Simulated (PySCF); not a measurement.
# CCSD(T)/STO-6G run of BH2Cl (SMILES BCl)

What is the energy change on altering one bond length of BH2Cl at CCSD(T)/STO-6G? 

Program for the calculation: PySCF 2.14.0.

8 further runs of the same task are left out: 8 set aside as unsound or not needed.

## Step 1: The system as given

BH2Cl has 4 atoms, charge 0, and is taken as a singlet. As SMILES, `BCl`. The coordinates come from a PBE0-D4/def2-TZVP relaxation.

Bond lengths: B1–Cl2 1.733 Å, B1–H3 1.190 Å, B1–H4 1.190 Å. Angles: Cl2–B1–H3 118.1°, Cl2–B1–H4 118.1°, H3–B1–H4 123.7°.

## Step 2: A single-point energy at CCSD(T)/STO-6G

Input file run.py:

```python
# BCl
from pyscf import gto, cc

molecule = gto.Mole()
molecule.atom = '''
B   -0.116700   0.021700  -0.075300
Cl   1.365000  -0.395300   0.721200
H   -1.106200  -0.559500   0.240400
H   -0.086600   0.872800  -0.906600
'''
molecule.verbose = 4
molecule.max_memory = 1860
molecule.basis = 'sto-6g'
molecule.charge = 0
molecule.build()

mf = molecule.RHF()
mf.conv_tol = 1e-10
mf.kernel()
if not mf.converged:
    mf = mf.newton().run(mf.mo_coeff, mf.mo_occ)

mycc = cc.CCSD(mf, frozen=6)
mycc.kernel()
e_t = mycc.ccsd_t()
energy = mycc.e_tot + e_t
print('Final energy', energy)
```

Run with:

```console
$ OMP_NUM_THREADS=1 python run.py
```

The program printed:

```text
PySCF version 2.14.0

[INPUT] num. atoms = 4
[INPUT] num. electrons = 24
[INPUT] charge = 0
[INPUT] spin (= nelec alpha-beta = 2S) = 0
[INPUT] symmetry False subgroup None
[INPUT] Mole.unit = angstrom
[INPUT] Symbol           X                Y                Z      unit          X                Y                Z       unit  Magmom
[INPUT]  1 B     -0.116700000000   0.021700000000  -0.075300000000 AA   -0.220531038737   0.041007056903  -0.142296377180 Bohr   0.0
[INPUT]  2 Cl     1.365000000000  -0.395300000000   0.721200000000 AA    2.579476160031  -0.747008737041   1.362870481036 Bohr   0.0
[INPUT]  3 H     -1.106200000000  -0.559500000000   0.240400000000 AA   -2.090415038994  -1.057301766694   0.454290160345 Bohr   0.0
[INPUT]  4 H     -0.086600000000   0.872800000000  -0.906600000000 AA   -0.163650282387   1.649352961520  -1.713225704531 Bohr   0.0

nuclear repulsion = 37.7830159999581
number of shells = 10
number of NR pGTOs = 96
number of NR cGTOs = 16
basis = sto-6g
ecp = {}

******** <class 'pyscf.scf.hf.RHF'> ********
method = RHF
initial guess = minao
damping factor = 0
level_shift factor = 0
DIIS = <class 'pyscf.scf.diis.CDIIS'>
diis_start_cycle = 1
diis_space = 8
diis_damp = 0
SCF conv_tol = 1e-10
SCF conv_tol_grad = None
SCF max_cycles = 50
direct_scf = True
direct_scf_tol = 1e-13
Set gradient conv threshold to 1e-05
Initial guess from minao.
init E= -483.515871306449
  HOMO = -0.32278754286714  LUMO = 0.131739157026562  gap/eV = 12.36830
cycle= 1 E= -483.75014898574  delta_E= -0.234  |g|= 0.284  |ddm|= 2.04
  HOMO = -0.365547564893352  LUMO = 0.142096590933797  gap/eV = 13.81370
cycle= 2 E= -483.790085202789  delta_E= -0.0399  |g|= 0.0619  |ddm|= 0.61
  HOMO = -0.392307383091488  LUMO = 0.203926726961678  gap/eV = 16.22436
cycle= 3 E= -483.791798930273  delta_E= -0.00171  |g|= 0.0158  |ddm|= 0.109
  HOMO = -0.393182206412301  LUMO = 0.201309002894794  gap/eV = 16.17693
cycle= 4 E= -483.791958934086  delta_E= -0.00016  |g|= 0.00172  |ddm|= 0.0416
  HOMO = -0.392725189301182  LUMO = 0.201329073221859  gap/eV = 16.16504
cycle= 5 E= -483.791962385403  delta_E= -3.45e-06  |g|= 0.000481  |ddm|= 0.00575
  HOMO = -0.392747045922668  LUMO = 0.201392034759898  gap/eV = 16.16735
cycle= 6 E= -483.791962625302  delta_E= -2.4e-07  |g|= 4.26e-05  |ddm|= 0.00188
  HOMO = -0.392746955679094  LUMO = 0.201383657937571  gap/eV = 16.16712
cycle= 7 E= -483.791962626814  delta_E= -1.51e-09  |g|= 3.72e-06  |ddm|= 0.000144
  HOMO = -0.392747676918755  LUMO = 0.201384257902639  gap/eV = 16.16715
cycle= 8 E= -483.791962626823  delta_E= -8.75e-12  |g|= 2.32e-07  |ddm|= 9.32e-06
  HOMO = -0.392747628286174  LUMO = 0.201384331896227  gap/eV = 16.16715
Extra cycle  E= -483.791962626822  delta_E= 5.68e-13  |g|= 5.46e-08  |ddm|= 4.79e-07
converged SCF energy = -483.791962626822

******** <class 'pyscf.cc.ccsd.CCSD'> ********
CC2 = 0
CCSD nocc = 6, nmo = 10
frozen orbitals 6
max_cycle = 50
direct = 0
conv_tol = 1e-07
conv_tol_normt = 1e-05
diis_space = 6
diis_start_cycle = 0
diis_start_energy_diff = 1e+09
Init t2, MP2 energy = -483.836419722917  E_corr(MP2) -0.0444570960943362
Init E_corr(CCSD) = -0.0444570960943375
cycle = 1  E_corr(CCSD) = -0.0538084484679348  dE = -0.00935135237  norm(t1,t2) = 0.0408318
cycle = 2  E_corr(CCSD) = -0.0577266442064499  dE = -0.00391819574  norm(t1,t2) = 0.0149096
cycle = 3  E_corr(CCSD) = -0.0597092801312811  dE = -0.00198263592  norm(t1,t2) = 0.00745507
cycle = 4  E_corr(CCSD) = -0.0599799692269694  dE = -0.000270689096  norm(t1,t2) = 0.00204495
cycle = 5  E_corr(CCSD) = -0.0598887810646848  dE = 9.11881623e-05  norm(t1,t2) = 0.000864011
cycle = 6  E_corr(CCSD) = -0.0598895603812917  dE = -7.79316607e-07  norm(t1,t2) = 0.000113715
cycle = 7  E_corr(CCSD) = -0.0598878797426571  dE = 1.68063863e-06  norm(t1,t2) = 2.04597e-05
cycle = 8  E_corr(CCSD) = -0.0598880992682466  dE = -2.1952559e-07  norm(t1,t2) = 6.00346e-06
cycle = 9  E_corr(CCSD) = -0.0598880534122989  dE = 4.58559477e-08  norm(t1,t2) = 1.72048e-06
CCSD converged
E(CCSD) = -483.8518506802347  E_corr = -0.05988805341229892
CCSD(T) correction = -0.00144842370805497
Final energy -483.85329910394273
```

Run time: 1 s. Hardware: 1 thread of Arm Neoverse V1, shared host; peak memory 0.12 GiB.

## Step 3: The distorted shape, same level

Input file run.py:

```python
from pyscf import gto, cc

system = gto.M(
    atom='''
B   -0.152820  -0.999606   0.922247
Cl   1.328880  -1.416606   1.718747
H   -1.142320  -1.580806   1.237947
H   -0.086600   0.872800  -0.906600
''',
    basis='sto-6g',
    max_memory=1860,
    verbose=3,
)

calc0 = system.RHF()
calc0.conv_tol = 1e-10
calc0.kernel()
if not calc0.converged:
    calc0 = calc0.newton().run(calc0.mo_coeff, calc0.mo_occ)

mycc = cc.CCSD(calc0, frozen=6)
mycc.kernel()
e_t = mycc.ccsd_t()
e_final = mycc.e_tot + e_t
print('E(%s) = %.9f' % ('CCSD(T)', e_final))
```

Run with:

```console
$ OMP_NUM_THREADS=1 python run.py
```

The program printed:

```text
converged SCF energy = -483.473789350479
E(CCSD) = -483.6605385349906  E_corr = -0.1867491845113209
CCSD(T) correction = -0.00490291717010064
E(CCSD(T)) = -483.665441452
```

It took 0.99 s on 1 thread of Arm Neoverse V1, shared host; peak memory 0.12 GiB.

## Step 4: Summary of results

Level: CCSD(T)/STO-6G, 6 core orbitals frozen.

| quantity | value |
| --- | --- |
| first shape: total energy | -483.85330 Eh |
| first shape: dipole moment (Hartree–Fock density) | 1.51 D |
| first shape: HOMO energy (Hartree–Fock orbitals) | -10.69 eV |
| first shape: LUMO energy (Hartree–Fock orbitals) | 5.48 eV |
| first shape: HOMO–LUMO gap (Hartree–Fock orbitals) | 16.17 eV |
| first shape: correlation energy (6 core orbitals frozen) | -61.3 mEh |
| first shape: (T) correction | -1.45 mEh |
| first shape: T1 diagnostic | 0.014 |
| distorted shape: total energy | -483.66544 Eh |
| distorted shape: dipole moment (Hartree–Fock density) | 1.21 D |
| distorted shape: HOMO energy (Hartree–Fock orbitals) | -6.11 eV |
| distorted shape: LUMO energy (Hartree–Fock orbitals) | 2.85 eV |
| distorted shape: HOMO–LUMO gap (Hartree–Fock orbitals) | 8.97 eV |
| distorted shape: correlation energy (6 core orbitals frozen) | -191.7 mEh |
| distorted shape: (T) correction | -4.90 mEh |
| distorted shape: T1 diagnostic | 0.021 |
| energy change with the B1–H4 bond stretched from 1.190 to 2.618 Å | 5.112 eV |

**Reading.** With the B1–H4 bond stretched from 1.190 to 2.618 Å the energy rises by 5.11 eV (493 kJ/mol). The first shape isn't relaxed at this level, so the change isn't measured from a minimum. The minimal basis adds a large error of its own. Mulliken charges (first shape) of the mean-field density run from -0.22 on Cl2 to +0.30 on B1; they depend strongly on the basis. The triples (first shape) make up 2.4 % of the correlation energy. The T1 diagnostic (distorted shape) of 0.021 is above the customary mark for such species, so a single reference may not serve. Mulliken charges (distorted shape) of the mean-field density run from -0.19 on Cl2 to +0.31 on B1; they depend strongly on the basis. The triples (distorted shape) make up 2.6 % of the correlation energy.
